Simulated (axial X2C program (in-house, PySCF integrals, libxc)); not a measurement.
# Low determinants of NH⁻ at the PBE0 level, 2c

Computed with an in-house all-electron X2C program for linear molecules (integrals from PySCF). Two-component (2c) means X2C with spin–orbit coupling and atomic mean-field two-electron Coulomb and Gaunt terms. Basis: N dyall-av3z [7s7p3d2f], H dyall-av3z [7s3p2d] (cores contracted in-house); Gaussian nuclei, density fitting, unrestricted open shells. Masses: N 14.003 u, H 1.008 u.

Search at 1.030 Å (vertical energies from the lowest determinant):

```
ΔE (eV)    state  electrons beyond evenly filled partner blocks  electrons in ±ω = 1/2, 3/2, 5/2, 7/2
   0.00  Ω = 3/2                                        ω = 3/2                               8 1 0 0
   0.01  Ω = 1/2                                        ω = 1/2                               7 2 0 0
   0.58  Ω = 1/2                          2 × ω = -1/2, ω = 3/2                               8 1 0 0
   1.97  Ω = 5/2                          ω = -1/2, 2 × ω = 3/2                               7 2 0 0
   2.29  Ω = 1/2                                        ω = 1/2                               9 0 0 0
   2.30  Ω = 5/2                           2 × ω = 1/2, ω = 3/2                               8 1 0 0
   3.75  Ω = 7/2                           ω = 1/2, 2 × ω = 3/2                               7 2 0 0
```

Lowest determinant, Ω = 3/2 (⟨Sz⟩ = 0.50, ⟨Lz⟩ = 1.00 at PBE0): Re = 1.039 Å, ωe = 3248.4 cm⁻¹.

The determinant in row 2 of the search, Ω = 1/2 (⟨Sz⟩ = -0.50, ⟨Lz⟩ = 1.00 at PBE0), was followed along the bond at PBE0; measured from the minimum of the lowest determinant it gives:

Te = 0.006 eV (47 cm⁻¹), Re = 1.039 Å, ωe = 3248.7 cm⁻¹.

(1) Compare the bond of the determinant in row 2 with that of the lowest one.

The search compares states at one distance, so a state with another bond length can lie lower; it is not exhaustive and yields mostly the lowest determinant of each block pattern, so other components and higher states of one pattern are missing. These are energies of single determinants, not of spin-adapted states; PBE0 term energies can be off by some tenths of an eV, and the functional has no current term. For an anion, determinants above electron detachment are held by the basis set. Row 1 has a positive highest level at its minimum. Row 2 has a positive highest level at its minimum.

Answers

(1) At PBE0 its Re is the same within 0.001 Å and its force constant, which goes as ωe², is 1.00 times that of the lowest determinant. T0 ≈ Te + Δωe/2 = 47 + (0) = 47 cm⁻¹.
